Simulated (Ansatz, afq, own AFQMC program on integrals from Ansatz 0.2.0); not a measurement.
**Atomization energy of NbO, quartet, worked out**

```xyz
2

Nb    0.0000    0.0000    0.0000
O     0.0000    0.0000    1.6748
```

Basis def2-SVP with its core potentials. Noble-gas cores (and the filled d shells of Ga–Kr and In–Xe) are frozen. Ansatz 0.2.0 and our own AFQMC program on the same integrals; the CISD trial comes from CCSD amplitudes, and released means the phaseless constraint is let go. ± is one standard error of the sampling. No spin–orbit coupling. The metal's outer-core s and p shells are frozen, which shifts wave-function levels against functionals.

Total energies in eV. CBS is CCSD(T) at the limit of def2-TZVPP/QZVPP (extrapolated itself); the highest rung of each member is named.

Cautions: no spin-orbit coupling; outer-core shells of the metal frozen; NbO (quartet): lower spins were not checked, higher spins were not checked, unrestricted determinant slightly spin contaminated (⟨S²⟩ 3.84 against 3.75).

```tsv
member	count	CCSD(T)/def2-SVP	highest rung in def2-SVP	which	CCSD(T)/CBS
Nb (sextet)	+1	-1533.5346	-1533.5406	FCI	-1534.6440
O (triplet)	+1	-2036.4313	-2036.4367	FCI	-2040.9924
NbO, quartet	-1	-3577.1657	-3577.2244	CCSDT(Q)	-3583.3619
```

Q: Work out the best estimate of the atomization energy: the CCSD(T)/CBS difference plus the step from CCSD(T) to the highest rung.

A: Sums with the counts: CCSD(T)/CBS 7.7255 eV, highest rung 7.2471 eV, CCSD(T)/def2-SVP 7.1998 eV. The step is 7.2471 − 7.1998 = 0.0473 eV, so the best estimate is 7.7255 + (0.0473) = 7.7728 eV = 179.2 kcal/mol. The basis set is worth 0.526 eV of it. Zero-point, core-correlation and spin–orbit terms aren't in it.

Best estimates are given only where the step beyond CCSD(T) is under 0.3 eV and no member's determinant is very poor (T1 over 0.05, or 0.07 for open shells, ⟨S²⟩ too high by 0.3, two states mixed), so the hardest cases are missing from such tables.

CCSDT and higher add their correlation energy to the determinant of the CCSD(T) run, since their own runs factorise the integrals more tightly (a shift of under 2 meV). Each member of a difference takes its own highest rung, so a best estimate needn't equal the limit plus the step of one row. The exponents were fitted on light atoms, and def2 sets of heavy atoms don't grow evenly, so the limit is rough here.
